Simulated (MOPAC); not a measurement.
MOPAC input (PM7):

```
PM7 1SCF UHF MS=0.5 GEO-OK AUX(PRECISION=9) THREADS=1
H2N

N     0.00456047 1    0.00186225 1    0.14178543 1
H    -0.02755881 1    0.79955398 1   -0.50646319 1
H    -0.00436445 1   -0.81258975 1   -0.48603483 1
```

Problem. What heat of formation does the run end on, and which ionisation energy by Koopmans theorem?

Solution. 42.92 kcal/mol; 11.51 eV.
